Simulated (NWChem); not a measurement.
System meant: B, doublet

Here is an NWChem input.

```
start job
memory heap 200 mb stack 900 mb global 1100 mb
geometry units angstroms noautoz
  B      0.000000     0.000000     0.000000
end
basis spherical
  * library def2-svp
end
dft
  odft
  mult 2
  xc b3lyp
  iterations 4
  mulliken
end
task dft energy
```

End of the output:

```
    Atom       Charge   Shell Charges
 -----------   ------   -------------------------------------------------------
    1 B    5     1.00   0.00  0.04 -0.04  0.63  0.37 -0.00

     -------------------------------------------
      Total Density - Lowdin Population Analysis
     -------------------------------------------

    Atom       Charge   Shell Charges
 -----------   ------   -------------------------------------------------------
    1 B    5     5.00   1.99  1.16  0.85  0.61  0.39  0.00

     ------------------------------------------
      Spin Density - Lowdin Population Analysis
     ------------------------------------------

    Atom       Charge   Shell Charges
 -----------   ------   -------------------------------------------------------
    1 B    5     1.00   0.00  0.02 -0.02  0.61  0.39 -0.00

   alpha - beta orbital overlaps
   -----------------------------

   alpha      1      2      3      4      5      6      7      8      9     10
    beta      1      2      5      3      4      6      9      7      8     13
 overlap   1.000  0.999  0.992  1.000  1.000  0.999  0.992  1.000  1.000  0.999

   alpha     11     12     13     14
    beta     12     14     11     10
 overlap   0.999  0.999  0.998  0.998

     --------------------------
     Expectation value of S2:
     --------------------------
      <S2> =      0.7523 (Exact =     0.7500)

 ------------------------------------------------------------------------
 dft energy failed                                                                                  0
 ------------------------------------------------------------------------
 ------------------------------------------------------------------------
  current input line :
    16: task dft energy
 ------------------------------------------------------------------------
 ------------------------------------------------------------------------
 This type of error is most commonly associated with calculations not reaching convergence criteria
 ------------------------------------------------------------------------
 For more information see the NWChem manual at https://nwchemgit.github.io

0:dft energy failed:Received an Error in Communication
```

Problem. What is wrong, and how is it mended?

Solution. Convergence was not reached. Cause: the SCF was allowed too few iterations. This input runs:
```
start job
memory heap 200 mb stack 900 mb global 1100 mb
geometry units angstroms noautoz
  B      0.000000     0.000000     0.000000
end
basis spherical
  * library def2-svp
end
dft
  odft
  mult 2
  xc b3lyp
  iterations 150
  mulliken
end
task dft energy
```
It converges to -24.63467 Ha (B3LYP/def2-SVP, spin-unrestricted).
